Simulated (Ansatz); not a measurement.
A run of Ansatz (development build ahead of 0.2.0) on doublet NO₂ at this shape:

```xyz
3

N    -0.0496   -0.0014   -0.3088
O     0.0135    1.0454    0.1458
O    -0.0122   -1.0447    0.1424
```

Its results:

| Item | Value |
| --- | --- |
| Converged | yes |
| Reference energy | -203.89559 hartree |
| Correlation energy | -0.37040 hartree |
| Total energy | -204.26599 hartree |
| Spin squared of the determinant | 0.766 |

Q: Which input gives this output? Name the method, the orbitals and the basis set, and write the input.

A: UHF-MP2 in 6-31G.

```yaml
crystal:
  periodic: [false, false, false]
  atoms:
    - { symbol: "N", position_ang: [-0.04962, -0.00137, -0.30883] }
    - { symbol: O, position_ang: [0.01347, 1.04545, 0.14579] }
    - { symbol: O, position_ang: [-0.01216, -1.04466, 0.14245] }
basis:
  gaussian: { orbitals: "6-31G" }
magnetization:
  spin_polarized: true
  initial_magnetization: 1
hamiltonian:
  xc: hf
correlation:
  method: mp2
  frozen_orbitals: { "N": 1, O: 1 }
```
